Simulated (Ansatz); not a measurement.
## Ansatz (development build ahead of 0.2.0) run

```yaml
crystal:
  periodic: [false, false, false]
  atoms:
    - { symbol: O, position_ang: [-0.00841, 0.02117, 0.00909] }
    - { symbol: O, position_ang: [-0.60649, 0.98788, 0.01292] }
    - { symbol: O, position_ang: [3.31558, 0.02, 0.37677] }
    - { symbol: H, position_ang: [3.8408, 0.83414, 0.50999] }
    - { symbol: H, position_ang: [3.92822, -0.66024, 0.30948] }
basis:
  gaussian: { orbitals: def2-SVP }
magnetization:
  spin_polarized: true
  initial_magnetization: 2
hamiltonian:
  xc: hf
output:
  forces: true
```

The input is written out in the form of the current development build from the run's settings.

Output:

```yaml
Converged: yes
Total_energy: -225.45499 hartree
Spin_squared_of_the_determinant: 2.030
Stability_test: minimum
```

Forces (eV/Å):
```json
{"atom": "O1", "Fx": "1.134", "Fy": "-1.882", "Fz": "-0.011"}
{"atom": "O2", "Fx": "-1.136", "Fy": "1.872", "Fz": "0.010"}
{"atom": "O3", "Fx": "-0.310", "Fy": "2.890", "Fz": "0.381"}
{"atom": "H4", "Fx": "-0.942", "Fy": "-1.558", "Fz": "-0.252"}
{"atom": "H5", "Fx": "1.254", "Fy": "-1.323", "Fz": "-0.129"}
```
